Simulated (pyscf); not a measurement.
Single points on ωB97X-D3(BJ)/def2-SVP structures (PySCF, gas phase).

What are the homolytic bond dissociation enthalpies (298 K) of H₂N–Ge(F)(F)–F at ωB97M-D3(BJ)/def2-TZVP, weakest first?

Ge–N to NH₂• + F–Ge•(F)–F: 3.98 eV; H–N to •HN–Ge(F)(F)–F + H•: 4.87 eV; F–Ge to H₂N–Ge•(F)–F + F•: 5.46 eV. Ring and multiple bonds, and those that leave no two simple radicals, are not listed. Other isomers of •HN–Ge(F)(F)–F, H₂N–Ge•(F)–F were not searched in full and may lie lower. Left out: the spin-orbit lowering of F. Elements up to Kr have no core potential and no relativistic terms here.
